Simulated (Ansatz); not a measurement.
# SiN₂H (quartet): wave-function methods side by side at a displaced geometry (v1), cc-pVDZ

One table from this session's results is given with a row withheld; the runs are named, their logs left out.

Computed with Ansatz 0.2.0, Gaussian basis. Level: cc-pVDZ, core rule «outside noble gas», up to 7 orbitals frozen.

The runs, in order: UHF; CCSD(T) on ROHF; CCSD(T) on UHF; BCCD(T) on ROHF; CISD as a restricted active space (open shells left free, so some higher excitations enter); CCSDT(Q) on ROHF; CCSDT(Q) on UHF.

22 further runs of the same task are left out: 12 that didn't finish, 10 set aside as unsound or not needed. Runs told in other sessions of the task aren't counted.

**The geometry**

The geometry is a PBE0/def2-TZVP stationary point (not a proven minimum) with its atoms shifted at random (size 0.040 Å).

4 atoms, charge 0, spin multiplicity 4.

Atoms are counted from 1 here; the program's logs count them from 0.

Bond lengths: N1–Si2 1.700 Å, Si2–N3 1.709 Å, Si2–H4 1.477 Å. Angles: N1–Si2–N3 127.1°, N1–Si2–H4 117.8°, N3–Si2–H4 115.1°.

Geometry (Å):

```xyz
4
HN2Si
N    -0.0102   -0.4343    1.5180
Si   -0.0110    0.3462    0.0079
N     0.0370   -0.3911   -1.5336
H    -0.0658    1.8223   -0.0049
```

The first run:

Input file in.yaml:

```yaml
crystal:
  periodic: [false, false, false]
  atoms:
    - {symbol: N, position_ang: [-0.010168, -0.434284, 1.518013]}
    - {symbol: Si, position_ang: [-0.011001, 0.346242, 0.007942]}
    - {symbol: N, position_ang: [0.036963, -0.391117, -1.533589]}
    - {symbol: H, position_ang: [-0.065814, 1.822274, -0.004868]}
basis:
  gaussian: {orbitals: cc-pVDZ}
magnetization: {spin_polarized: true, initial_magnetization: 3}
hamiltonian: {xc: hf}
output: {orbitals: {seedname: orbitals}}
```

Command:

```sh
$ ansatz run in.yaml --threads 1 --pin off --events-out ev --progress --plain --max-ram 2393MiB
```

Steps of the session up to this table: UHF; CCSD(T) on ROHF; CCSD(T) on UHF; BCCD(T) on ROHF; CISD as a restricted active space (open shells left free, so some higher excitations enter); CCSDT(Q) on ROHF; CCSDT(Q) on UHF.

One table of the session follows, with a row left open; its other results are not shown here.

| method | from RCCSDT(Q) (kJ/mol) |
| --- | --- |
| UHF | +946.5 |
| RMP2 | +137.7 |
| UMP2 | +195.9 |
| CISD | +184.4 |
| RCCSD | +53.9 |
| UCCSD | +44.4 |
| RCCSD(T) | +11.1 |
| UCCSD(T) | +11.9 |
| BCCD(T) | +11.4 |
| RCCSDT | +5.3 |
| UCCSDT | +3.3 |
| RCCSDT(Q) | 0 |
| UCCSDT(Q) | ? |

Q: Estimate the row for UCCSDT(Q) from the others.

**Answer.** from RCCSDT(Q) (kJ/mol): -1.1. In the column «from RCCSDT(Q) (kJ/mol)» it is the lowest.

Left out of the table: ROHF (another determinant or state than the rows shown).

Caveats from the session: The report flags that the cluster equations may have other roots. The program flags RCCSD(T), BCCD(T), RCCSDT(Q) as in doubt, so the zero of the table is itself unsure. Warnings: spin contamination; coupled cluster took another determinant than the lowest; large T1 diagnostic. Restricted and unrestricted rows rest on different reference determinants; a gap between their highest levels can come from leftover correlation error, from unlike frozen cores or from another state.
